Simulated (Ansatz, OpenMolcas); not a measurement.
## BH2F (SMILES BF): methods side by side

The species is BH2F (4 atoms), meant as a singlet with charge 0. SMILES: `BF`. The shape is that of a PBE0-D4/def2-TZVP optimisation.

```xyz
4

B    -0.0273   -0.0040   -0.0308
F     1.0612   -0.2967    0.6499
H    -1.0125   -0.6491    0.1862
H     0.0342    0.8896   -0.8256
```

Each level gives the energy change with the B1–H3 bond stretched from 1.197 to 1.796 Å (eV). The values are calculated.

| level | kind | program | value (eV) | CPU time (all runs) |
| --- | --- | --- | --- | --- |
| HF/STO-3G (restricted) | Hartree–Fock | Ansatz | 3.36 | 0.1 s |
| PBE/STO-3G (restricted) | GGA | OpenMolcas | 2.41 | 5.8 s |
| r2SCAN/STO-3G (restricted) | meta-GGA | OpenMolcas | 2.59 | 6.8 s |
| PBE0/STO-3G (restricted) | global hybrid | OpenMolcas | 2.71 | 5.7 s |
| HSE06/STO-3G (restricted) | range-separated hybrid | Ansatz | 2.71 | 1.4 s |
| B2PLYP/STO-3G (restricted) | double hybrid | OpenMolcas | 2.74 | 5.5 s |
| BCCD(T)/STO-3G (restricted) | coupled cluster or CI | Ansatz | 2.48 | 0.2 s |
| CCSD(T)/STO-3G (restricted) | coupled cluster or CI | Ansatz | 2.48 | 0.16 s |
| CISD/STO-3G (restricted) | coupled cluster or CI | OpenMolcas | ? | 2.9 s |
| FCI/STO-3G | exact in the basis | Ansatz | 2.47 | 0.58 s |

Estimate the missing values from the other rows.

As computed at these levels: CISD/STO-3G (restricted): 2.60 eV. Spin-restricted single references rise too steeply as a bond breaks, Hartree–Fock most of all. The first shape isn't each level's own minimum. The values span 2.41 to 3.36 eV. All rows use very small basis sets, so even the best lies far from the true value. CPU times are rough (shared hosts, several kinds of processor): they show what a rung costs within a factor of a few.
